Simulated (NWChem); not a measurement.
Molecule: ammonia (NH₃); SMILES N

```xyz
4

N      0.0000     0.0000     0.1389
H      0.6618     0.6618    -0.2664
H      0.2422    -0.9040    -0.2664
H     -0.9040     0.2422    -0.2664
```
Atoms are numbered in this order, from 1.

Program: NWChem. Pople sets run with spherical d functions. Structure relaxed at the PBE0/def2-SVP level. Atomic charges in e: unrestrained fits to the electrostatic potential beside Mulliken populations; the two definitions need not agree.

For level B3LYP/def2-SVP:

```
Item         Value
-----------  -----
ESP N1       -0.91
Mulliken N1  -0.24
```

**Question.** Estimate the same quantities for level Hartree-Fock/6-31G*.

**Answer.** The ESP N1 is -1.04 and the Mulliken N1 comes out as -1.01.
